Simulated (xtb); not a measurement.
xtb input (GFN2-xTB):

```bash
xtb mol.xyz --gfn 2 --sp --chrg -1 --uhf 0
```
mol.xyz:
```
8

O      0.00797430     0.03127390     1.17113953
C      0.01594649     1.23699325     0.39861600
C     -0.00912020    -1.05942675     0.35440347
C      0.00238201     0.77005062    -0.90890318
C     -0.01334858    -0.66592199    -0.94516083
H     -0.01658194    -2.03380540     0.82240935
H      0.00366830     1.41506903    -1.77894846
H     -0.02603907    -1.32162564    -1.80630991
```

Output:

```
           -------------------------------------------------
          |                Calculation Setup                |
           -------------------------------------------------

           -------------------------------------------------
          |                 G F N 2 - x T B                 |
           -------------------------------------------------

        Reference                      10.1021/acs.jctc.8b01176
      * Hamiltonian:
        H0-scaling (s, p, d)           1.850000    2.230000    2.230000
        zeta-weighting                 0.500000
      * Dispersion:
        s8                             2.700000
        a1                             0.520000
        a2                             5.000000
        s9                             5.000000
      * Repulsion:
        kExp                           1.500000    1.000000
        rExp                           1.000000
      * Coulomb:
        alpha                          2.000000
        third order                    shell-resolved
        anisotropic                    true
        a3                             3.000000
        a5                             4.000000
        cn-shift                       1.200000
        cn-exp                         4.000000
        max-rad                        5.000000

          ...................................................
          :                      SETUP                      :
          :.................................................:
          :  # basis functions                  23          :
          :  # atomic orbitals                  23          :
          :  # shells                           13          :
          :  # electrons                        26          :
          :  max. iterations                   250          :
          :  Hamiltonian                  GFN2-xTB          :
          :  restarted?                      false          :
          :  GBSA solvation                  false          :
          :  PC potential                    false          :
          :  electronic temp.          300.0000000     K    :
          :  accuracy                    1.0000000          :
          :  -> integral cutoff          0.2500000E+02      :
          :  -> integral neglect         0.1000000E-07      :
          :  -> SCF convergence          0.1000000E-05 Eh   :
          :  -> wf. convergence          0.1000000E-03 e    :
          :  Broyden damping             0.4000000          :
          :  net charge                         -1          :
          :  unpaired electrons                  0          :
          ...................................................

 iter      E             dE          RMSdq      gap      omega  full diag
   1    -14.3642214 -0.143642E+02  0.554E+00    4.31       0.0  T
   2    -14.3981484 -0.339270E-01  0.395E+00    2.69       1.0  T
   3    -14.4146101 -0.164618E-01  0.198E+00    3.82       1.0  T
   4    -14.4207766 -0.616650E-02  0.424E-01    3.65       1.0  T
   5    -14.4213003 -0.523640E-03  0.158E-01    3.61       1.0  T
   6    -14.4213361 -0.358297E-04  0.812E-02    3.62       1.0  T
   7    -14.4213380 -0.191327E-05  0.465E-02    3.63       1.0  T
   8    -14.4213439 -0.591979E-05  0.106E-02    3.63       3.3  T
   9    -14.4213441 -0.105434E-06  0.470E-03    3.63       7.5  T
  10    -14.4213441 -0.656123E-07  0.166E-03    3.63      21.3  T
  11    -14.4213441 -0.103912E-07  0.298E-04    3.63     118.5  T
  12    -14.4213441  0.400664E-09  0.299E-04    3.63     118.2  T

   *** convergence criteria satisfied after 12 iterations ***

         #    Occupation            Energy/Eh            Energy/eV
      -------------------------------------------------------------
         1        2.0000           -0.4662285             -12.6867
       ...           ...                  ...                  ...
         7        2.0000           -0.2873734              -7.8198
         8        2.0000           -0.2490288              -6.7764
         9        2.0000           -0.2279853              -6.2038
        10        2.0000           -0.2087235              -5.6797
        11        2.0000           -0.1743736              -4.7449
        12        2.0000           -0.1169294              -3.1818
        13        2.0000           -0.0932775              -2.5382 (HOMO)
        14                          0.0401210               1.0917 (LUMO)
        15                          0.0966758               2.6307
        16                          0.2776379               7.5549
        17                          0.3412549               9.2860
        18                          0.3667639               9.9802
       ...                                ...                  ...
        23                          0.8705916              23.6900
      -------------------------------------------------------------
                  HL-Gap            0.1333985 Eh            3.6300 eV
             Fermi-level           -0.0265782 Eh           -0.7232 eV

 SCC (total)                   0 d,  0 h,  0 min,  0.007 sec
 SCC setup                      ...        0 min,  0.000 sec (  1.920%)
 Dispersion                     ...        0 min,  0.000 sec (  1.118%)
 classical contributions        ...        0 min,  0.000 sec (  0.443%)
 integral evaluation            ...        0 min,  0.001 sec ( 13.101%)
 iterations                     ...        0 min,  0.004 sec ( 53.986%)
 molecular gradient             ...        0 min,  0.002 sec ( 26.021%)
 printout                       ...        0 min,  0.000 sec (  3.153%)

         :::::::::::::::::::::::::::::::::::::::::::::::::::::
         ::                     SUMMARY                     ::
         :::::::::::::::::::::::::::::::::::::::::::::::::::::
         :: total energy             -14.251112516553 Eh    ::
         :: gradient norm              0.024480615562 Eh/a0 ::
         :: HOMO-LUMO gap              3.629958127647 eV    ::
         ::.................................................::
         :: SCC energy               -14.421343556741 Eh    ::
         :: -> isotropic ES            0.139538823131 Eh    ::
         :: -> anisotropic ES          0.002504926955 Eh    ::
         :: -> anisotropic XC          0.002734766260 Eh    ::
         :: -> dispersion             -0.005426679627 Eh    ::
         :: repulsion energy           0.170231040188 Eh    ::
         :: add. restraining           0.000000000000 Eh    ::
         :: total charge              -1.000000000000 e     ::
         :::::::::::::::::::::::::::::::::::::::::::::::::::::

           -------------------------------------------------
          |                Property Printout                |
           -------------------------------------------------

    * Orbital Energies and Occupations

         #    Occupation            Energy/Eh            Energy/eV
      -------------------------------------------------------------
         1        2.0000           -0.4662285             -12.6867
         2        2.0000           -0.4033489             -10.9757
         3        2.0000           -0.3834237             -10.4335
         4        2.0000           -0.3356926              -9.1347
         5        2.0000           -0.3222119              -8.7678
         6        2.0000           -0.3097714              -8.4293
         7        2.0000           -0.2873734              -7.8198
         8        2.0000           -0.2490288              -6.7764
         9        2.0000           -0.2279853              -6.2038
        10        2.0000           -0.2087235              -5.6797
        11        2.0000           -0.1743736              -4.7449
        12        2.0000           -0.1169294              -3.1818
Note: The following floating-point exceptions are signalling: IEEE_UNDERFLOW_FLAG IEEE_DENORMAL
normal termination of xtb
        13        2.0000           -0.0932775              -2.5382 (HOMO)
        14                          0.0401210               1.0917 (LUMO)
        15                          0.0966758               2.6307
        16                          0.2776379               7.5549
        17                          0.3412549               9.2860
        18                          0.3667639               9.9802
        19                          0.4128231              11.2335
        20                          0.4723377              12.8530
        21                          0.6429436              17.4954
        22                          0.6853089              18.6482
        23                          0.8705916              23.6900
      -------------------------------------------------------------
                  HL-Gap            0.1333985 Eh            3.6300 eV
             Fermi-level           -0.0265782 Eh           -0.7232 eV

     #   Z          covCN         q      C6AA      α(0)
     1   8 O        1.726    -0.328    19.476     5.959
     2   6 C        1.924    -0.252    38.657    10.041
     3   6 C        2.932     0.039    27.128     8.542
     4   6 C        3.016    -0.092    30.277     9.026
     5   6 C        2.936    -0.092    30.310     9.029
     6   1 H        0.926    -0.082     4.963     3.484
     7   1 H        0.925    -0.103     5.685     3.729
     8   1 H        0.925    -0.090     5.236     3.578

 Mol. C6AA /au·bohr⁶  :       1134.489293
 Mol. C8AA /au·bohr⁸  :      26952.976250
 Mol. α(0) /au        :         53.387566

Wiberg/Mayer (AO) data.
largest (>0.10) Wiberg bond orders for each atom

 ---------------------------------------------------------------------------
     #   Z sym  total        # sym  WBO       # sym  WBO       # sym  WBO
 ---------------------------------------------------------------------------
     1   8 O    2.293 --     3 C    1.115     2 C    1.034
     2   6 C    2.841 --     4 C    1.595     1 O    1.034     3 C    0.164
     3   6 C    3.908 --     5 C    1.597     1 O    1.115     6 H    0.959
                             2 C    0.164
     4   6 C    3.926 --     2 C    1.595     5 C    1.268     7 H    0.967
     5   6 C    3.956 --     3 C    1.597     4 C    1.268     8 H    0.965
     6   1 H    0.993 --     3 C    0.959
     7   1 H    0.989 --     4 C    0.967
     8   1 H    0.992 --     5 C    0.965
 ---------------------------------------------------------------------------

Topologies differ in total number of bonds
Writing topology from bond orders to xtbtopo.mol

molecular dipole:
                 x           y           z       tot (Debye)
 q only:       -0.005      -0.441      -0.038
   full:       -0.017      -1.275      -0.463       3.448
molecular quadrupole (traceless):
                xx          xy          yy          xz          yz          zz
 q only:        4.393      -0.065      -1.716      -0.044       0.197      -2.677
  q+dip:        3.869      -0.092      -3.601      -0.046      -1.806      -0.268
   full:        4.921      -0.107      -3.813      -0.061      -1.988      -1.107

           -------------------------------------------------
          | TOTAL ENERGY              -14.251112516553 Eh   |
          | GRADIENT NORM               0.024480615562 Eh/α |
          | HOMO-LUMO GAP               3.629958127647 eV   |
           -------------------------------------------------

------------------------------------------------------------------------
------------------------------------------------------------------------
 total:
 SCF:
```

It need not be the lowest isomer of its formula. Whether it binds its extra electron was not tested at this geometry.
